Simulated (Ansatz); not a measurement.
```yaml
crystal:
  periodic: [false, false, false]
  atoms:
    - {symbol: B, position_ang: [0.000000, 0.000000, -1.369833]}
    - {symbol: C, position_ang: [0.000000, 0.000000, 0.000000]}
    - {symbol: B, position_ang: [0.000000, 0.000000, 1.369833]}
basis:
  gaussian: {orbitals: def2-TZVP}
magnetization: {spin_polarized: true, initial_magnetization: 2}
hamiltonian: {xc: pbe0}
relax: {f_tol: 0.004, max_steps: 80}
```

```sh
$ ansatz run in.yaml --threads 1 --pin off --events-out ev --progress --plain --max-ram 2176MiB
```

Steps of the relaxation (energy above the last step; positions in Å, forces in eV/Å):

```
3
step 1, 7.6 meV
B     0.000    0.000   -1.370    0.000    0.000    0.647
C     0.000    0.000    0.000    0.000    0.000    0.000
B     0.000    0.000    1.370    0.000    0.000   -0.647
```

```
3
step 2, 0.3 meV
B     0.000    0.000   -1.360    0.000    0.000    0.121
C     0.000    0.000    0.000    0.000    0.000    0.000
B     0.000    0.000    1.360    0.000    0.000   -0.121
```

```
3
step 3, 0.0 meV
B     0.000    0.000   -1.358    0.000    0.000   -0.002
C     0.000    0.000    0.000    0.000    0.000    0.000
B     0.000    0.000    1.358    0.000    0.000    0.002
```

Close pairs at the end: B1–C2 1.358 Å, C2–B3 1.358 Å.

A stationary point of unrestricted PBE0 after 3 steps, with ⟨S²⟩ = 2.012 against 2.00 for a pure state; no frequencies were run, so it isn't proven a minimum. 7.5 s on 1 thread of Arm Neoverse V1, shared host.
